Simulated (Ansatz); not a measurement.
2H MoTe2, treated with PBE-D4 (plane waves, PAW; Ansatz, a first-principles code).

Run with plane-wave cutoff 520 eV, 12×12×4 k mesh (along the axes of the cell as run), Fermi–Dirac smearing 0.01 eV, no spin polarisation, scalar-relativistic PAW data made under PBE.

Starting structure:

```yaml
crystal:
  lattice:
    - [3.52000, 0.00000, 0.00000]
    - [-1.76000, 3.04841, 0.00000]
    - [0.00000, 0.00000, 13.96000]
  atoms:
    - { symbol: Te, position: [0.66667, 0.33333, 0.37900] }
    - { symbol: Te, position: [0.33333, 0.66667, 0.87900] }
    - { symbol: Te, position: [0.33333, 0.66667, 0.62100] }
    - { symbol: Te, position: [0.66667, 0.33333, 0.12100] }
    - { symbol: Mo, position: [0.66667, 0.33333, 0.75000] }
    - { symbol: Mo, position: [0.33333, 0.66667, 0.25000] }
```

Task: Into what structure does the relaxation of cell and atoms lead at this level, with the symmetry of the start kept?

Result: The volume shrinks by 2.7 %; final space group P6_3/mmc.
```yaml
crystal:
  lattice:
    - [3.50127, 0.00000, 0.00000]
    - [-1.75064, 3.03219, 0.00000]
    - [0.00000, 0.00000, 13.73006]
  atoms:
    - { symbol: Te, position: [0.66667, 0.33333, 0.38223] }
    - { symbol: Te, position: [0.33333, 0.66667, 0.88223] }
    - { symbol: Te, position: [0.33333, 0.66667, 0.61777] }
    - { symbol: Te, position: [0.66667, 0.33333, 0.11777] }
    - { symbol: Mo, position: [0.66667, 0.33333, 0.75000] }
    - { symbol: Mo, position: [0.33333, 0.66667, 0.25000] }
```
